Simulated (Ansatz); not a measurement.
Input file:

```yaml
crystal:
  periodic: [false, false, false]
  atoms:
    - {symbol: Cl, position_ang: [0.000000, 0.000000, -1.506333]}
    - {symbol: H, position_ang: [0.000000, 0.000000, 0.125667]}
    - {symbol: O, position_ang: [0.000000, 0.000000, 1.380667]}
basis:
  gaussian: {orbitals: cc-pVDZ}
magnetization: {spin_polarized: false, initial_magnetization: 2}
correlation: {active_space: {window: {electrons: 4, orbitals: 4}, states: [{multiplicity: 3, weights: [0.5, 1, 1]}, {multiplicity: 5, weights: [1]}], root: 0}}
accuracy: high
scf: {lower_state_search: off}
```

```sh
$ ansatz run in.yaml --threads 1 --pin off --events-out ev --progress --plain --max-ram 2393MiB
```

Log:

```
these checks for a lower state are left out or cut short: stability, starts, cluster_reference, orbital_swaps, neighbouring_geometries, increment
678 factors; integrals over basis functions are off by at most 3.7e-9 eV
mean field evaluation 1: about -14549.8788 eV, gradient 1.5e1 eV
mean field evaluation 2: about -14549.8853 eV, gradient 1.5e1 eV
mean field evaluation 4: about -14552.4929 eV, gradient 4.1e0 eV
mean field evaluation 8: about -14552.6161 eV, gradient 8.7e-1 eV
mean field evaluation 16: about -14552.6817 eV, gradient 3.5e-3 eV
mean field -14552.68170343 eV, -534.8011884392 hartree, gradient 4.6e-8 eV, S^2 2.000000; 0 other end points of the search recorded, 0 dependent functions left out
reference -14552.68170343 eV, -534.8011884392 hartree; 14, 12 occupied and 23, 25 virtual orbitals, 678 factors
state -14552.76633861 eV, -534.8042987246 hartree
state -14552.12890877 eV, -534.7808736102 hartree
state -14552.12890877 eV, -534.7808736102 hartree
state -14544.69075772 eV, -534.5075266007 hartree
Total energy: -14552.76633861 eV, -534.8042987246 hartree
Checks for a lower state left out: stability, starts, cluster_reference, orbital_swaps, neighbouring_geometries, increment
```

Ran on 1 thread of Intel Xeon Platinum 8175M, shared host: 1.1 s wall, 0.16 GiB peak host memory.
